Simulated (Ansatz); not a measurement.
**AlNH₃−: functionals against CCSD(T) at one geometry**

The task here is to estimate one member of a computed series from the others.

Computed with Ansatz 0.2.0, Gaussian basis. Level: single points in def2-TZVPPD.

Correlated methods freeze the cores.

## The system as given

SMILES `[NH-][AlH2]`, 5 atoms, charge -1, spin multiplicity 1.

Atoms are counted from 1 here; the program's logs count them from 0.

Bond lengths: N1–Al2 1.730 Å, N1–H3 1.074 Å, Al2–H4 1.588 Å, Al2–H5 1.649 Å. Angles: Al2–N1–H3 113.1°, N1–Al2–H4 131.5°, N1–Al2–H5 129.9°, H4–Al2–H5 98.5°.

Geometry (Å):

```
N     0.2378   -0.7665    1.1346
Al   -0.2255    0.2472   -0.1884
H     1.0406   -1.4361    0.8901
H    -1.2850    0.0388   -1.3522
H     0.2454    1.7830   -0.5588
```

Set-up of the first run:

Input file run/in.yaml:

```yaml
crystal:
  periodic: [false, false, false]
  atoms:
    - {symbol: N, position_ang: [0.237800, -0.766500, 1.134600]}
    - {symbol: Al, position_ang: [-0.225500, 0.247200, -0.188400]}
    - {symbol: H, position_ang: [1.040600, -1.436100, 0.890100]}
    - {symbol: H, position_ang: [-1.285000, 0.038800, -1.352200]}
    - {symbol: H, position_ang: [0.245400, 1.783000, -0.558800]}
basis:
  gaussian: {orbitals: "def2-TZVPPD.json"}
total_charge: -1
correlation: {method: ccsd_t}
output: {forces: true}
```

The basis file named in the input lies beside it (Basis Set Exchange, JSON).

The command line of these runs was not kept.

Steps of the session up to this table: CCSD(T)/def2-TZVPPD; PBE0-D4/def2-TZVPPD; wB97M-V/def2-TZVPPD; r2SCAN-D4/def2-TZVPPD; PBE-D4/def2-TZVPPD; B97M-V/def2-TZVPPD; r2SCAN0-D4/def2-TZVPPD.

One table of the session follows, with a row left open; its other results are not shown here.

| method | RMS force component (eV/Å) | angle to CCSD(T) forces (°) |
| --- | --- | --- |
| CCSD(T) | 0.775 | reference |
| PBE0-D4 | 0.785 | 10.8 |
| wB97M-V | 0.777 | 10.3 |
| r2SCAN-D4 | 0.763 | 8.0 |
| PBE-D4 | 0.701 | 6.7 |
| B97M-V | 0.803 | 12.9 |
| r2SCAN0-D4 | ? | ? |

Estimate the missing values for r2SCAN0-D4.

As computed: RMS force component (eV/Å): 0.832; angle to CCSD(T) forces (°): 13.8. In the column «RMS force component (eV/Å)» it is the highest.

Limits of these values: The anion's highest level is positive in at least one run, so there the basis alone may hold the extra electron.
